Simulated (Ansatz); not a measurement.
The same path of H2O + H6Si2 (11 atoms, charge 0, multiplicity 1) was run 3 times with different band settings. Lost on the way: Si1–Si2, O9–H11. Made: Si1–O9, Si2–H11.

Level of theory: Ansatz, RKS r2SCAN/def2-SVP.

Relaxed end points:

```xyz
11
Properties=species:S:1:pos:R:3
Si 0.305 -0.222 0.113
Si 0.225 0.014 2.448
H -0.579 -1.080 3.068
H 1.614 -0.075 3.007
H -0.331 1.345 2.831
H 1.710 -0.382 -0.382
H -0.267 0.976 -0.579
H -0.458 -1.427 -0.343
O -2.515 0.129 1.234
H -2.642 0.791 0.540
H -2.752 -0.700 0.798
```

```xyz
11
Properties=species:S:1:pos:R:3
Si -0.416 0.153 -0.791
Si -0.260 -0.318 3.207
H -0.711 -0.549 4.609
H 1.082 -0.930 2.997
H -0.213 1.144 2.922
H 0.725 0.197 0.180
H -0.148 1.100 -1.905
H -0.499 -1.244 -1.324
O -1.845 0.653 -0.093
H -2.165 0.132 0.653
H -1.240 -0.967 2.281
```

Common settings: optimiser quadratic models (default); start path through a guess of the saddle point; force threshold 0.05 eV/Å; iteration limit 60; end points relaxed.

| run | movable images | climbing image | spring |
| --- | --- | --- | --- |
| 1 | 7 | yes | 5.0 eV/Å² |
| 2 | 7 | yes | 20.0 eV/Å² |
| 3 | 4 | no | 5.0 eV/Å² |

(1) What does each run give, and how far can it be trusted?

Answers

(1) Run 1: converged after 29 iterations, highest image 1.772 eV above the first end. Neighbouring images differ by up to 2.2 eV, so the band resolves the path poorly. A vibrational analysis at the climbing image gives one clearly imaginary mode, 608i cm⁻¹: a first-order saddle point.
Run 2: converged after 31 iterations, highest image 1.772 eV above the first end. Neighbouring images differ by up to 2.3 eV, so the band resolves the path poorly. Another band between the same ends (7 images) ends at a top of the same energy, where a vibrational analysis finds 1 clearly imaginary mode.
Run 3: converged after 56 iterations, highest image 0.138 eV above the first end. The profile has 2 maxima (images 1, 3) with wells between them (image 2): this band takes more than one step, which may be the mechanism or a detour left from its start path. No image climbed, so the highest image needn't sit at the top of the path. A band with more images between the same ends climbed to 1.77 eV, so this one has probably stepped over the top.
The orbitals stay closed-shell, which can raise the energy where a bond breaks towards radicals; this wasn't checked here.
